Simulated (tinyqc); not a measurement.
Inside a calculation. Method: extended Hueckel theory, for NH3-. The parameters take no account of the charge, which enters only through the electron count, and nothing here shows that the anion is bound. One step of it, computed by the program tinyqc.

Question. Wolfsberg-Helmholz matrix. H_ij = K' S_ij (H_ii + H_jj)/2 for i != j (the diagonal keeps H_ii), with K' = K + D^2 + D^4 (1 - K), D = (H_ii - H_jj)/(H_ii + H_jj), K = 1.75.

overlap S:
```
           1N 2s     1N 2px     1N 2py     1N 2pz      2H 1s      3H 1s      4H 1s
1N 2s   1.000000   0.000000   0.000000   0.000000   0.520297   0.520052   0.520052
1N 2px  0.000000   1.000000   0.000000   0.000000   0.436932  -0.218563  -0.218563
1N 2py  0.000000   0.000000   1.000000   0.000000   0.000000   0.378227  -0.378227
1N 2pz  0.000000   0.000000   0.000000   1.000000  -0.156848  -0.156743  -0.156743
2H 1s   0.520297   0.436932   0.000000  -0.156848   1.000000   0.212620   0.212620
3H 1s   0.520052  -0.218563   0.378227  -0.156743   0.212620   1.000000   0.212677
4H 1s   0.520052  -0.218563  -0.378227  -0.156743   0.212620   0.212677   1.000000
```

diagonal H_ii (eV): 1N 2s -26.000000, 1N 2px -13.400000, 1N 2py -13.400000, 1N 2pz -13.400000, 2H 1s -13.600000, 3H 1s -13.600000, 4H 1s -13.600000

K = 1.750000

Give: H.

Answer.

H (eV):
```
           1N 2s    1N 2px    1N 2py    1N 2pz     2H 1s     3H 1s     4H 1s
1N 2s   -26.0000    0.0000    0.0000    0.0000  -18.9641  -18.9552  -18.9552
1N 2px    0.0000  -13.4000    0.0000    0.0000  -10.3229    5.1637    5.1637
1N 2py    0.0000    0.0000  -13.4000    0.0000    0.0000   -8.9359    8.9359
1N 2pz    0.0000    0.0000    0.0000  -13.4000    3.7056    3.7032    3.7032
2H 1s   -18.9641  -10.3229    0.0000    3.7056  -13.6000   -5.0604   -5.0604
3H 1s   -18.9552    5.1637   -8.9359    3.7032   -5.0604  -13.6000   -5.0617
4H 1s   -18.9552    5.1637    8.9359    3.7032   -5.0604   -5.0617  -13.6000
```
